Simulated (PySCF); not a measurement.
**cyanoacetylene: calculation against experiment**

**Experimental background.**

NIST CCCBDB Release 22 (SRD 101), experimental dipoles lists, for the gas: dipole moment (microwave Stark effect) 3.72 D.

The runs below try to reproduce these values; the comparison stands at the end.

Cyanoacetylene, C3HN.
SMILES with atom numbers: `[CH:1]#[C:2][C:3]#[N:4]` (hydrogens: H5 on C1)

Structure used (B3LYP/def2-TZVP), in Å, numbered top down from 1:
```xyz
5
C3HN angstrom
C     -1.2731   -0.1721   -0.0301
C     -0.0817   -0.0185   -0.0018
C      1.2752    0.1605    0.0276
N      2.4202    0.3120    0.0521
H     -2.3273   -0.3109   -0.0521
```

Runs made with PySCF (gas phase, on this B3LYP/def2-TZVP geometry; no spin–orbit coupling):

```csv
level,job,basis functions,wall time
"B3LYP/def2-TZVP, grid level 1",geometry optimisation from a GFN2-xTB start,130,5.9 s
```

Hardware: Arm Neoverse V1, one thread, no GPU, on a shared host.

Results beside the measurements:

**Dipole moment.** Measured: 3.72 D (NIST CCCBDB Release 22 (SRD 101), experimental dipoles).

| level | computed (D) | computed − measured (D) | % (from the printed values) |
| --- | --- | --- | --- |
| B3LYP/def2-TZVP | 3.87 | +0.15 | +4 |

The computed dipoles belong to one fixed geometry; measured ones are averaged over vibrations unless marked μe. Magnitudes are compared, not signs.

The geometry is computed, not the measured one. Where a level misses, the cause wasn't examined.
